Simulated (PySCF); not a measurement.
Isomers of C6H6, one GFN2-xTB conformer each. Single-point energies are computed at PBE0/pcSseg-1 (PySCF, gas phase, no added dispersion term), electronic only.

| SMILES | GFN2-xTB relative energy (kcal/mol) |
| --- | --- |
| C=C1C=CC1=C | 8.8 |
| C1=CC2C3C1C23 | 0.0 |

Question: What does PBE0/pcSseg-1 give for the same structures?

Answer: 
```json
{"SMILES": "C=C1C=CC1=C", "PBE0/pcSseg-1 E (Eh)": "-231.83041", "PBE0/pcSseg-1 (kcal/mol)": "0.0", "GFN2-xTB (kcal/mol)": "8.8", "point group": "C2v"}
{"SMILES": "C1=CC2C3C1C23", "PBE0/pcSseg-1 E (Eh)": "-231.82085", "PBE0/pcSseg-1 (kcal/mol)": "6.0", "GFN2-xTB (kcal/mol)": "0.0", "point group": "C2v"}
```

GFN2-xTB puts C1=CC2C3C1C23 lowest instead. As drawn, the lower has a four-membered ring, which the higher lacks; the higher has a three-membered ring, which the lower lacks.

Question: Which frontier levels, dipoles and rotational constants go with these structures?

Answer: 
```csv
SMILES,"HOMO (eV, PBE0/pcSseg-1)",LUMO (eV),dipole (D),"A, B, C (MHz)"
C=C1C=CC1=C,-6.76,-0.94,0.59,"5693, 4306, 2452"
C1=CC2C3C1C23,-6.27,0.33,0.97,"7492, 5378, 3976"
```
